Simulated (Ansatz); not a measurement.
PbO (Pbcm, No. 57), treated with r²SCAN-D4 (PAW; Ansatz, a first-principles code).

Run with plane-wave cutoff 560 eV, 8×6×6 k mesh (along the axes of the cell as run), Fermi–Dirac smearing 0.01 eV, scalar-relativistic PAW data made under PBE.

Properties against volume:

Shape and atoms are relaxed at each volume.

| V (Å³/atom) | P (GPa) | direct gap at Γ (eV) | smallest gap on the k mesh (eV) |
|---|---|---|---|
| 18.879 | 1.04 | 3.761 | 2.503 |
| 19.272 | 0.46 | 3.698 | 2.519 |
| 19.666 | -0.01 | 3.638 | 2.527 |
| 20.059 | -0.38 | 3.592 | 2.542 |
| 20.452 | -0.67 | 3.556 | 2.560 |

The fundamental gap (2.53 eV at the equilibrium volume, with added k points) lies elsewhere than Γ–Γ.

Note: the bulk modulus comes from volumes at which shape and atoms were relaxed.

Spin–orbit coupling is not included; with these elements it can move the gap by several tenths of an eV or more.
